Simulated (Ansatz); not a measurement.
## Born effective charge (magnitude) of rock-salt MgO: levels of theory against measurement

Reference value: 1.96 e (measured, temperature not stated, no zero-point or thermal correction, magnitude, sources range from 1.96 to 2.02; as tabulated in Posternak et al. (1997), arXiv:cond-mat/9702086).

| level (code) | value (e) | cell (Å³/atom) |
|---|---|---|
| LDA (Ansatz) | 1.97 | 9.00 |
| PBE (Ansatz) | (withheld) | 9.62 |
| PBEsol (Ansatz) | 1.98 | 9.36 |
| PBE-D3(BJ) (Ansatz) | 1.98 | 9.31 |
| r²SCAN (Ansatz) | 1.98 | 9.29 |

Question: Fill in the missing entries.

Answer: 
- PBE (Ansatz, a first-principles code), value (e): 2.00

Differences against the reference: LDA +0.5 %, PBE +2.0 %, PBEsol +1.0 %, PBE-D3(BJ) +1.0 %, r²SCAN +1.0 %.

With a margin of 3.1 % (twice that across the reference) picked here for doubts on the reference and the settings, and for temperature and zero-point motion, these levels can't be ranked. Within 5 %: LDA, PBE, PBEsol, PBE-D3(BJ), r²SCAN.

The reference has no zero-point or thermal correction, while the calculations are for a static lattice, so the differences are not the levels' errors alone.  Each level is taken at its own relaxed cell. Cutoffs and k meshes differ between the levels. Ansatz's density-functional and Hartree–Fock values are scalar-relativistic unless marked +SOC, with PAW data made under PBE.

Differences are worked out from the printed values.
